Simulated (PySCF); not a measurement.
CS from Hartree–Fock to correlated methods

State: ¹Σ⁺ (singlet), closed shell. Set-up: basis C cc-pVDZ, S cc-pV(D+d)Z; no relativity; PySCF 2.14. De refers to C + S in their high-spin ground configurations, without counterpoise correction. A positive dipole means C(−)S(+).

```csv
Level,Re (Å),ωe (cm⁻¹),De (eV),μ (D)
RHF,1.520,1439,4.11,1.60
RHF-MP2,1.553,1303,7.03,n/a
RHF-SCS-MP2,1.552,1311,6.83,n/a
RHF-CCSD,1.549,1327,6.40,n/a
RHF-CCSD(T),1.560,1271,6.75,n/a
PBE,1.559,1262,7.72,1.77
BP86,1.561,1253,7.66,1.76
r²SCAN,1.549,1304,7.23,1.78
PBE0,1.541,1336,7.19,1.78
MN15,1.533,1360,7.46,1.71
ωB97X,1.533,1377,7.10,1.77
B2PLYP,1.551,1282,7.10,1.65
```

Problem. Which functional lies closest to RHF-CCSD(T) in De, which farthest, and by how much do they differ from it?

Solution. Closest is ωB97X (-2.7 pm in Re, +8.3 % in ωe, +0.35 eV in De against RHF-CCSD(T) in the same basis), farthest PBE (-0.1 pm in Re, -0.7 % in ωe, +0.97 eV in De). CCSD(T) converges more slowly with the basis than the functionals do and binds too weakly in this one, so the order can change at the basis-set limit.

Problem. What does a quarter of exact exchange do here, going from PBE to PBE0?

Solution. PBE0 less PBE: -1.8 pm in Re, +5.9 % in ωe, -0.53 eV in De. Exact exchange removes part of the self-interaction that spreads semilocal densities, and in most molecules shortens and stiffens the bond and lowers De; so it does here.

Problem. What does the step from GGA to meta-GGA do here, going from PBE to r²SCAN?

Solution. r²SCAN less PBE: -1.0 pm in Re, +3.3 % in ωe, -0.49 eV in De. 

Measured (Huber and Herzberg, Constants of Diatomic Molecules (1979)): Re = 1.534941 Å, ωe = 1285.08 cm⁻¹.

Correlated steps freeze 6 core orbitals. Correlated levels converge slowly with the basis: in double zeta they bind strong bonds too weakly, by up to about 1 eV, and carry superposition errors of some tenths. Where the molecule has an RHF reference, its open-shell atoms are computed with UHF. B2PLYP dipoles, levels and charges come from its SCF part alone. The CCSD T1 diagnostic is raised, a sign that a single reference may not be enough here.
